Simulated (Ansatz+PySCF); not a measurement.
Results of a calculation; reference values are marked as such.
Input for PySCF 2.14.0:

```python
from pyscf import gto, scf, cc

mol = gto.M(atom="""
Na 0.000000 0.000000 0.000000
H 3.084590 0.000000 0.000000
H -3.084590 0.000000 0.000000
""", basis='sto-3g', charge=0, spin=1)
mf = scf.UHF(mol)
mf.kernel()
mycc = cc.CCSD(mf, frozen=1).run()
et = mycc.ccsd_t()
print(mf.e_tot, mycc.e_corr, et, mycc.e_tot + et)
```

The script is written out from the run's settings.

The run gave:

```yaml
Converged: yes
Reference_energy: -160.62514 hartree
CCSD_correlation_energy: -0.04927 hartree
Triples_correction: -0.00235 hartree
Total_energy: -160.67676 hartree
Spin_squared_of_the_determinant: 1.341
```

Caution: large amplitudes, a single reference is doubtful; the unrestricted determinant is spin contaminated.
